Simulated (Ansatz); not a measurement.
# NH3 ··· SiH3F

The pair of NH3 (SMILES N, atoms 1–4) and SiH3F (SMILES [SiH3]F, atoms 5–9), both closed shells, in one local arrangement (a lower one may exist), relaxed at PBE0-D4/def2-TZVP:

```
9
angstrom
N 0.1382 -0.1080 -1.4558
H -0.7977 -0.2949 -1.7946
H 0.5322 0.6282 -2.0286
H 0.6849 -0.9461 -1.6120
Si -0.0896 0.1793 1.3332
F -0.6999 -1.2583 0.9567
H -0.8760 1.2876 0.7489
H 1.3575 0.2637 1.0379
H -0.2495 0.2484 2.8142
```

Program: Ansatz 0.2.0. Basis: def2-TZVPPD, with def2-QZVPPD for the basis limit. Cores are frozen in the correlated methods. B3LYP uses VWN-RPA correlation. Extrapolation: Hartree–Fock as exp(−7.88 √X), correlation as X^−2.97. Interaction energies count from these two fragments, frozen as in the pair, with the counterpoise correction; negative means bound.

Problem. What is the interaction energy by CCSD(T) at an estimated basis limit (MP2 extrapolated from triple and quadruple zeta, plus CCSD(T) − MP2 in triple zeta)? (An estimate is asked for; the value comes from the calculation.)

Solution. The calculation gives: -4.40 kcal/mol. Hartree–Fock alone gives -1.34 kcal/mol at the basis limit. It counts from the two fragments frozen as in the pair.

The same quantity by other methods in triple zeta, and each one's difference from that estimate:
```tsv
method	E_int (kcal/mol)	difference
PBE-D4	-4.79	-0.39
revPBE-D4	-4.55	-0.15
BLYP-D4	-3.95	0.45
r2SCAN-D4	-4.91	-0.51
B97M-V	-4.82	-0.42
PBE0-D4	-4.88	-0.48
B3LYP-D4	-4.28	0.12
HSE06-D4	-4.81	-0.41
wB97X-V	-4.46	-0.05
wB97M-V	-4.84	-0.44
B2PLYP	-3.00	1.40
HF	-1.29	3.11
MP2	-3.76	0.64
CCSD	-3.45	0.95
CCSD(T)	-3.82	0.58
```
Differences are method less estimate.

Energy to bend the free fragments (PBE0-D4 minima) into their shapes in the pair, CCSD(T)/def2-TZVPPD: NH3 0.03 kcal/mol; SiH3F 1.29 kcal/mol. This must be added to the interaction energy to get the binding energy from relaxed fragments.

Basis-set superposition shift (counterpoise-corrected less uncorrected): CCSD(T) 0.74; MP2 0.73; HF 0.16; PBE0-D4 0.19; wB97M-V 0.22 kcal/mol.

The T1 diagnostic stays at or below 0.012.

For scale, one of the runs: CCSD(T)/def2-TZVPPD, 227 basis functions, launched by `ansatz run in.yaml --threads 4 --pin off --events-out ev --progress --plain --max-ram 9574MiB`. Time: 62 s of wall clock on 4 CPU threads of an Arm Neoverse V1; the host was shared. Peak host memory: 3.7 GiB.
